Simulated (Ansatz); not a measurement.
# Two structures, one formula

The two ends of one reaction step of SiH7OF, closed shell (PBE0-D4/def2-TZVP).

A:

| atom | x (Å) | y (Å) | z (Å) |
| --- | --- | --- | --- |
| Si1 | -0.6218 | 1.3677 | -0.7374 |
| H2 | 0.4454 | -3.1779 | -0.7807 |
| H3 | -0.5364 | 0.0554 | -1.4102 |
| H4 | -1.5843 | 1.3612 | 0.3863 |
| H5 | -0.9962 | 2.4230 | -1.7118 |
| H6 | 1.2132 | 0.0435 | 1.2171 |
| F7 | 0.8332 | 1.7747 | -0.1772 |
| H8 | 0.4702 | -2.6142 | -0.2894 |
| O9 | 0.5283 | -0.6272 | 1.2928 |
| H10 | 0.2483 | -0.6061 | 2.2104 |

B:

Si1  (-0.976, 0.374, -1.418)
H2  (-0.280, -0.800, -0.821)
H3  (-1.761, -0.133, -2.576)
H4  (-1.902, 0.960, -0.422)
H5  (0.019, 1.361, -1.892)
H6  (0.977, 0.591, 1.288)
F7  (0.675, 1.446, 1.016)
H8  (0.975, -1.475, 0.851)
O9  (1.340, -0.980, 1.591)
H10  (0.933, -1.344, 2.382)
(Å)

Ansatz 0.2.0; basis: def2-TZVPP; cores frozen in the correlated methods. B3LYP uses VWN-RPA correlation.

Q: Which structure is lower at CCSD(T), and by how much? (An estimate is asked for; the value comes from the calculation.)

A: By the calculation: A, by 0.767 eV (electronic energy, against the other). By their contacts, A is a complex of SiH₃F ([F][SiH3]) + H₂O + H₂ and B is a complex of SiH₄ + H₂O + HF.

All methods give the same order:

| method | E(B) − E(A) (eV) |
| --- | --- |
| SPW92 | 0.486 |
| PBE-D4 | 0.642 |
| BLYP-D4 | 0.777 |
| r2SCAN-D4 | 0.783 |
| B97M-V | 0.793 |
| PBE0-D4 | 0.658 |
| B3LYP-D4 | 0.774 |
| r2SCAN0-D4 | 0.763 |
| BHLYP-D4 | 0.809 |
| CAM-B3LYP-D4 | 0.769 |
| wB97X-V | 0.772 |
| wB97M-V | 0.783 |
| B2PLYP | 0.796 |
| PBE-QIDH | 0.729 |
| RPA on PBE | 0.794 |
| HF | 0.896 |
| MP2 | 0.820 |
| CCSD | 0.775 |
| CCSD(T) | 0.767 |

No T1 diagnostic of these runs exceeds 0.010.

Labels in which every atom is bracketed show which atoms are joined, not bond orders.

For scale, one of the runs: CCSD(T)/def2-TZVPP, 202 basis functions (an equivalent command: `ansatz run in.yaml --threads 4`). Time: 41 s of wall clock on 4 CPU threads; the host was shared. Peak host memory: 2.5 GiB.
